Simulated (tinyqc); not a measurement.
Inside a calculation. Method: RKS/PBE in the sto-6g basis, for H2O, spin multiplicity 1. One step of it, computed by the program tinyqc.

Problem. Iteration 2: diagonalisation and new density. Diagonalise F' = X^T F X, C = X C', fill 5 alpha and 5 beta electrons from the bottom; D = 2 C_occ C_occ^T. Each column has its largest component positive (the first on a tie).

Kohn-Sham matrix F (hartree):
```
             1O 1s      1O 2s    1O 2px     1O 2py     1O 2pz      2H 1s      3H 1s
1O 1s   -18.437815  -4.519378  0.000000  -0.000752  -0.019776  -0.760276  -0.680818
1O 2s    -4.519378  -1.664854  0.000000  -0.007625  -0.137193  -0.539131  -0.494898
1O 2px    0.000000   0.000000  0.079687   0.000000   0.000000   0.000000   0.000000
1O 2py   -0.000752  -0.007625  0.000000  -0.023138  -0.003585  -0.193135   0.180360
1O 2pz   -0.019776  -0.137193  0.000000  -0.003585   0.016252  -0.179532  -0.169331
2H 1s    -0.760276  -0.539131  0.000000  -0.193135  -0.179532  -0.312490  -0.165010
3H 1s    -0.680818  -0.494898  0.000000   0.180360  -0.169331  -0.165010  -0.294135
```

X:
```
            1O 1s      1O 2s    1O 2px     1O 2py     1O 2pz      2H 1s      3H 1s
1O 1s    1.022245  -0.131588  0.000000  -0.000545  -0.006290   0.017348   0.016208
1O 2s   -0.131588   1.142747  0.000000   0.007176   0.064223  -0.221018  -0.197926
1O 2px   0.000000   0.000000  1.000000   0.000000   0.000000   0.000000   0.000000
1O 2py  -0.000545   0.007176  0.000000   1.066517   0.003372  -0.171420   0.159284
1O 2pz  -0.006290   0.064223  0.000000   0.003372   1.033843  -0.115884  -0.105726
2H 1s    0.017348  -0.221018  0.000000  -0.171420  -0.115884   1.124710  -0.054997
3H 1s    0.016208  -0.197926  0.000000   0.159284  -0.105726  -0.054997   1.106639
```

Give: F' = X^T F X; orbital energies; coefficients C; D after iteration 2.

Solution.

F' = X^T F X (hartree):
```
         1       2      3       4       5       6       7
1  -18.125  -2.360  0.000  -0.001  -0.027  -0.107  -0.087
2   -2.360  -0.769  0.000   0.002  -0.047  -0.249  -0.223
3    0.000   0.000  0.080   0.000   0.000   0.000   0.000
4   -0.001   0.002  0.000   0.098   0.002  -0.220   0.205
5   -0.027  -0.047  0.000   0.002   0.077  -0.157  -0.144
6   -0.107  -0.249  0.000  -0.220  -0.157  -0.086  -0.048
7   -0.087  -0.223  0.000   0.205  -0.144  -0.048  -0.101
```

orbital energies (hartree): MO1 -18.442, MO2 -0.677, MO3 -0.283, MO4 -0.077, MO5 0.080, MO6 0.234, MO7 0.338

coefficients C:
```
           MO1     MO2     MO3     MO4    MO5     MO6     MO7
1O 1s    0.996  -0.209  -0.003  -0.146  0.000  -0.074  -0.017
1O 2s    0.018   0.781   0.015   0.747  0.000   0.484   0.114
1O 2px   0.000   0.000   0.000   0.000  1.000   0.000   0.000
1O 2py   0.000   0.011  -0.477  -0.020  0.000  -0.154   0.970
1O 2pz   0.003   0.174   0.002  -0.523  0.000   0.880   0.138
2H 1s   -0.004   0.231  -0.530  -0.465  0.000  -0.497  -0.750
3H 1s   -0.004   0.210   0.565  -0.469  0.000  -0.668   0.524
```

D after iteration 2:
```
         1O 1s   1O 2s  1O 2px  1O 2py  1O 2pz   2H 1s   3H 1s
1O 1s    2.114  -0.509   0.000   0.004   0.085   0.034   0.038
1O 2s   -0.509   2.336   0.000  -0.027  -0.509  -0.350  -0.355
1O 2px   0.000   0.000   2.000   0.000   0.000   0.000   0.000
1O 2py   0.004  -0.027   0.000   0.456   0.023   0.529  -0.515
1O 2pz   0.085  -0.509   0.000   0.023   0.608   0.565   0.566
2H 1s    0.034  -0.350   0.000   0.529   0.565   1.100  -0.065
3H 1s    0.038  -0.355   0.000  -0.515   0.566  -0.065   1.165
```
